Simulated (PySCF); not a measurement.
# Ways to converge the SCF of PN2⁻

Do solver options change the result for PN2⁻, or only the number of cycles?

Computed with PySCF 2.14.0. Level: each script names its method and basis.

2 further runs of the same task are left out: 2 that didn't finish.

**1. Where the work starts**

PN2⁻: 3 atoms, charge -1, spin multiplicity 1.

Bond lengths: P1–N2 1.511 Å, P1–N3 1.511 Å. Angles: N2–P1–N3 180.0°.

Coordinates:

```
P     0.0000    0.0000    0.0000
N     1.5114    0.0000    0.0000
N    -1.5114    0.0000    0.0000
```

**2. The run that the others are compared with**

input.py

```python
from pyscf import gto, dft

mol = gto.M(
    atom='P 0 0 0; N 1.5114 0 0; N -1.5114 0 0',
    basis='cc-pvdz-dk',
    charge=-1,
    spin=0,
    verbose=4,
)
mf = dft.RKS(mol, xc='lc_wpbe')
mf = mf.sfx2c1e()
mf.kernel()
mf.stability(internal=True, external=True)
mf.dip_moment()
print('orbital energies (hartree):', mf.mo_energy[..., max(0, mol.nelec[1]-3):mol.nelec[0]+3].round(4))
```

The run is started by

```sh
> OMP_NUM_THREADS=1 python input.py
```

The log of this run is left out.

It gives: E(SCF) = -451.456068 Eh, 9 cycles, internal stable; real -> complex stable; RHF/RKS -> UHF/UKS stable.

The dipole of an ion depends on the origin.

**3. Level shift 0.1 hartree**

Run 1 changes level shift: none → 0.1 hartree.

input.py

```python
from pyscf import gto, dft

mol = gto.M(
    atom='P 0 0 0; N 1.5114 0 0; N -1.5114 0 0',
    basis='cc-pvdz-dk',
    charge=-1,
    spin=0,
    verbose=4,
)
mf = dft.RKS(mol, xc='lc_wpbe')
mf = mf.sfx2c1e()
mf.level_shift = 0.1
mf.kernel()
mf.stability(internal=True, external=True)
mf.dip_moment()
print('orbital energies (hartree):', mf.mo_energy[..., max(0, mol.nelec[1]-3):mol.nelec[0]+3].round(4))
```

The run is started by

```sh
> OMP_NUM_THREADS=1 python input.py
```

**4. Level shift 1 hartree**

Run 2 changes level shift: none → 1 hartree.

input.py, as its differences from that of step 2:

```diff
@@ -11,2 +11,3 @@
 mf = mf.sfx2c1e()
+mf.level_shift = 1.0
 mf.kernel()
```

**Question.** What will these runs give? Wanted: for each run, E(SCF); from base; gap; after the SCF.

**Answer**, as computed:

```
                    run  E(SCF) (hartree)  from base (eV)  cycles  gap (eV)  after the SCF
                   base       -451.456068               0       9     10.60         stable
level shift 0.1 hartree       -451.456068          0.0000      10     10.60         stable
  level shift 1 hartree       -451.456068          0.0000      18     10.60         stable
```

Distance from each run's final energy (log10 hartree) by cycle:

```
                    run  cycle 1  cycle 2  cycle 3  cycle 5  cycle 8  cycle 12
                   base     -1.0     -0.9     -3.6     -5.5    -10.2      done
level shift 0.1 hartree     -1.0     -1.1     -3.1     -5.2     -8.8      done
  level shift 1 hartree     -0.8     -1.8     -2.3     -3.4     -5.0      -6.9
```

What this shows: The SCF energy stays the same, to the digits that matter, with level shift 0.1 hartree or level shift 1 hartree. The base needs 9 cycles and the run with level shift 1 hartree needs 18.
